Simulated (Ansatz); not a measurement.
What does this script print? It uses the Python package of Ansatz (0.2.0).

Input file `c3h7.xyz`:
```text
10

C    -0.68107    0.76527   -0.79256
C     0.44628   -0.09705   -0.37867
C     0.45330   -0.77061    0.93738
H    -1.63115    0.35533   -0.44828
H    -0.71257    0.87674   -1.87540
H    -0.59649    1.77498   -0.36653
H     1.35393   -0.07751   -0.95660
H    -0.54702   -1.11430    1.20321
H     1.13437   -1.62029    0.93936
H     0.78041   -0.09256    1.73810
```

Script `freq_c3h7.py`:
```python
"""Harmonic frequencies of C3H7 at its relaxed geometry."""

from dataclasses import dataclass
import itertools

import ansatz as az
from ase.data import atomic_numbers, covalent_radii
import numpy as np


@dataclass(frozen=True)
class Options:
    basis_set: str = "def2-SVP"
    functional: str = "r2scan"


cfg = Options()

system = az.Crystal.molecule_from_extxyz("c3h7.xyz")

job = (
    system.calculation()
    .basis(gaussian=cfg.basis_set)
    .functional(cfg.functional)
    .spin("collinear", total=1)
)
symbols = [site.symbol for site in system.cartesian_sites]
start = np.array([site.position_ang for site in system.cartesian_sites], dtype=float)
def progress(event):
    if event["event"] == "relax_step":
        row = event["data"]
        print(f"step {row['step']:3d}  E = {row['lagrangian_ev']:.6f} eV  largest force component {row['allowed_force_max_ev_ang']:.4f} eV/A")


rep = job.relax(force_tolerance=0.003).session().plan().execute(on_event=progress).report
end = np.array(rep["positions_ang"])

# pairs closer than 1.2 times the sum of covalent radii, before or after
radius = [covalent_radii[atomic_numbers[s]] for s in symbols]
span = lambda where, i, j: np.linalg.norm(where[i] - where[j])
bonded = [(i, j) for i, j in itertools.combinations(range(len(symbols)), 2) if min(span(start, i, j), span(end, i, j)) < 1.2 * (radius[i] + radius[j])]
print("pair        before    after (A)")
for i, j in bonded:
    print(f"{symbols[i]}{i}-{symbols[j]}{j}".ljust(10), f"{span(start, i, j):8.4f} {span(end, i, j):8.4f}")

# frequencies need a stationary point, so they are taken at the relaxed geometry
minimum = az.Crystal.molecule()
for symbol, place in zip(symbols, end):
    minimum = minimum.atom(symbol, place.tolist())
vibrating = (
    minimum.calculation()
    .basis(gaussian=cfg.basis_set)  # atom-centred Gaussian functions
    .functional(cfg.functional)
    .spin("collinear", total=1)  # spin-polarised run
    .phonons(temperatures=(100, 500, 100))
)
vib = vibrating.run().report["vibrations"]
sums = vib["harmonic_sums"]
modes = [m["omega_inv_cm"] for m in sums["modes_at_gamma"] if m["rigid_motion"] == "no"]
for number, w in enumerate(modes, start=1):
    print(f"mode {number:2d} {w:9.1f} 1/cm {w / 8065.544 * 1000:8.2f} meV")
print("imaginary modes:", sum(w < 0 for w in modes), " zero-point energy:", round(sums["zero_point_energy_ev"], 4), "eV")
print("T (K)   F_vib (eV)   S_vib (meV/K)   C_vib (meV/K)")
for row in zip(sums["temperatures_k"], sums["vibrational_free_energy_ev"], vib["entropy_ev_per_k"], vib["heat_capacity_ev_per_k"]):
    print(f"{row[0]:6.1f} {row[1]:11.4f} {1000 * row[2]:13.4f} {1000 * row[3]:15.4f}")

# all hydrogen replaced by deuterium
heavier = vibrating.phonons(masses={"H": 2.014102}).run().report["vibrations"]["harmonic_sums"]
print("deuterated (1/cm):", " ".join(f"{m['omega_inv_cm']:.0f}" for m in heavier["modes_at_gamma"] if m["rigid_motion"] == "no"))
print("zero-point energy falls by", round(sums["zero_point_energy_ev"] - heavier["zero_point_energy_ev"], 4), "eV")
```

```console
$ python freq_c3h7.py
step   1  E = -3219.356529 eV  largest force component 0.6280 eV/A
step   2  E = -3219.388938 eV  largest force component 0.1588 eV/A
step   3  E = -3219.391711 eV  largest force component 0.0721 eV/A
step   4  E = -3219.392460 eV  largest force component 0.0248 eV/A
step   5  E = -3219.392572 eV  largest force component 0.0064 eV/A
step   6  E = -3219.392616 eV  largest force component 0.0037 eV/A
step   7  E = -3219.392617 eV  largest force component 0.0032 eV/A
step   8  E = -3219.392619 eV  largest force component 0.0002 eV/A
pair        before    after (A)
C0-C1        1.4785   1.4877
C0-H3        1.0905   1.1052
C0-H4        1.0890   1.1011
C0-H5        1.0992   1.1117
C1-C2        1.4784   1.4877
C1-H6        1.0762   1.0962
C2-H7        1.0906   1.1052
C2-H8        1.0890   1.1011
C2-H9        1.0990   1.1117
mode  1     106.6 1/cm    13.21 meV
mode  2     125.2 1/cm    15.53 meV
mode  3     363.2 1/cm    45.04 meV
mode  4     410.3 1/cm    50.87 meV
mode  5     899.5 1/cm   111.53 meV
mode  6     920.5 1/cm   114.12 meV
mode  7     924.4 1/cm   114.62 meV
mode  8    1013.0 1/cm   125.60 meV
mode  9    1158.0 1/cm   143.57 meV
mode 10    1163.8 1/cm   144.29 meV
mode 11    1339.3 1/cm   166.05 meV
mode 12    1382.7 1/cm   171.44 meV
mode 13    1398.0 1/cm   173.33 meV
mode 14    1439.6 1/cm   178.49 meV
mode 15    1449.6 1/cm   179.73 meV
mode 16    1450.7 1/cm   179.87 meV
mode 17    1461.5 1/cm   181.20 meV
mode 18    2949.2 1/cm   365.66 meV
mode 19    2954.5 1/cm   366.31 meV
mode 20    3045.0 1/cm   377.54 meV
mode 21    3045.4 1/cm   377.58 meV
mode 22    3118.8 1/cm   386.68 meV
mode 23    3120.7 1/cm   386.92 meV
mode 24    3167.1 1/cm   392.67 meV
imaginary modes: 0  zero-point energy: 2.3809 eV
T (K)   F_vib (eV)   S_vib (meV/K)   C_vib (meV/K)
 100.0      2.3772        0.1081          0.1584
 200.0      2.3588        0.2560          0.2805
 300.0      2.3262        0.3965          0.4299
 400.0      2.2793        0.5443          0.6070
 500.0      2.2172        0.6983          0.7767
deuterated (1/cm): 76 93 293 324 689 702 756 825 890 986 1022 1036 1038 1041 1044 1137 1312 2130 2135 2242 2244 2310 2311 2335
zero-point energy falls by 0.5848 eV
```

Notes:
- Total energies depend on the basis set; only differences at equal settings carry meaning.
- The frequencies are harmonic and unscaled, in a modest basis. The result belongs to the one conformer reached from this start, and soft torsions count as harmonic oscillators.
- The species is open-shell (spin multiplicity 2).
- Finished in 5.5 min on 1 thread of Intel(R) Xeon(R) Platinum 8259CL CPU @ 2.50GHz (Skylake/Cascade Lake), on a shared host, peak memory 0.28 GiB.
